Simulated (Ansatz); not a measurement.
Bands of Fe

```
CELL_PARAMETERS angstrom
-1.41535 1.41535 1.41535
1.41535 -1.41535 1.41535
1.41535 1.41535 -1.41535
ATOMIC_POSITIONS crystal
Fe 0.00000 0.00000 0.00000
```

The cell was built from the bcc type and relaxed in the same program, and has space group Im-3m; it needn't be a known or the stable phase.

Level of theory: DFT, PBE, all-electron LAPW, Dirac equation with spin-orbit coupling (Ansatz 0.2.0).

The runs use a Γ-centred 18×18×18 k mesh, Fermi–Dirac smearing of 0.05 eV, basis error target 0.25 meV/atom, spin-polarised from start moments Fe 3 μB, magnetisation along z, ending with a spin moment of 2.16 μB in the cell.

Points in fractions of the reciprocal vectors of this cell: Γ (0, 0, 0), H (0.5, -0.5, 0.5), N (0, 0, 0.5), P (0.25, 0.25, 0.25). The path joins them by straight lines in the order Γ–H–N–Γ–P–H–P–N; legs that retrace an earlier one aren't tabulated. Energies are in eV from the Fermi level.

Q: Is there a gap?

A: none: bands cross the Fermi level, a metal.

Q: List the levels between -8 and 6 eV at the symmetry points.

A: 
Γ: -2.34, -2.31, -2.28, -1.12, -1.11, -0.48, -0.46, -0.43, 1.67 (×2)
H: -4.92 (×2), -3.09 (×2), 0.11, 0.14, 0.18, 2.24, 2.28, 2.31
N: -4.99, -3.74, -3.41, -1.76, -1.04, -0.91, 0.41 (×2), 0.51, 1.51, 1.93, 2.58
P: -3.28, -3.27, -3.26, -1.93 (×2), -1.93, -0.88 (×2), 1.98 (×2)
